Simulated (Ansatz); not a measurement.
# C3H6O: the cost of one run

Program: the Python package of Ansatz 0.2.0. Level of theory: PBE0/cc-pVDZ. These are calculated values, not measurements.

## 1. The structure

Bond lengths: C1–C2 1.487 Å, C2–C3 1.505 Å, C2–O4 1.432 Å, C3–O4 1.436 Å, C1–H5 1.095 Å, C1–H6 1.094 Å, C1–H7 1.094 Å, C2–H8 1.081 Å, C3–H9 1.083 Å, C3–H10 1.083 Å. Angles (14 of 19 angles, heavy atoms first): C1–C2–C3 121.3°, C1–C2–O4 114.5°, C3–C2–O4 58.5°, C2–C3–O4 58.2°, C2–O4–C3 63.3°, C1–C2–H8 113.7°, C3–C2–H8 119.3°, O4–C2–H8 118.2°, C2–C1–H5 112.1°, C2–C1–H6 110.2°, C2–C1–H7 110.1°, C2–C3–H9 119.1°, C2–C3–H10 118.4°, O4–C3–H9 117.5°.

The script holds or builds the structure itself.

## 2. The script

File c3h6o_opt.py:

```python
"""Minimum-energy structure of C3H6O."""

import itertools

import ansatz as az
from ase.data import atomic_numbers, covalent_radii
import numpy as np

c3h6o = (
    az.Crystal.molecule()
    .atom("C", (-1.181, -0.0643, 0.3714))
    .atom("C", (0.0458, 0.4756, -0.2716))
    .atom("C", (1.3303, -0.3078, -0.2866))
    .atom("O", (1.1119, 0.7701, 0.6372))
    .atom("H", (-0.9477, -0.7416, 1.1996))
    .atom("H", (-1.7929, 0.7541, 0.7629))
    .atom("H", (-1.7775, -0.6158, -0.3617))
    .atom("H", (-0.1552, 1.1791, -1.0677))
    .atom("H", (1.3378, -1.3141, 0.1125))
    .atom("H", (2.0284, -0.1352, -1.0959))
)

base = (
    c3h6o.calculation()
    .basis(gaussian="cc-pVDZ")
    .functional("PBE0")
)
symbols = [site.symbol for site in c3h6o.cartesian_sites]
start = np.array([site.position_ang for site in c3h6o.cartesian_sites], dtype=float)
def progress(event):
    if event["event"] == "relax_step":
        row = event["data"]
        print(f"step {row['step']:3d}  E = {row['lagrangian_ev']:.6f} eV  largest force component {row['allowed_force_max_ev_ang']:.4f} eV/A")


rep = base.relax(force_tolerance=0.01).session().plan().execute(on_event=progress).report
end = np.array(rep["positions_ang"])

for key in ("converged", "free_energy_ev", "reference_energy_ev", "n_frozen", "n_occupied", "n_virtual"):
    print(f"{key:22s} {rep[key]}")

# pairs closer than 1.2 times the sum of covalent radii, before or after
radius = [covalent_radii[atomic_numbers[s]] for s in symbols]
span = lambda where, i, j: np.linalg.norm(where[i] - where[j])
bonded = [(i, j) for i, j in itertools.combinations(range(len(symbols)), 2) if min(span(start, i, j), span(end, i, j)) < 1.2 * (radius[i] + radius[j])]
print("pair        before    after (A)")
for i, j in bonded:
    print(f"{symbols[i]}{i}-{symbols[j]}{j}".ljust(10), f"{span(start, i, j):8.4f} {span(end, i, j):8.4f}")
```

## 3. The run

Launch:

```
$ python c3h6o_opt.py
```

Q: Estimate wall time and peak memory on 1 thread of Arm Neoverse V2, shared host.

About 22 s, with a peak of 0.23 GiB.
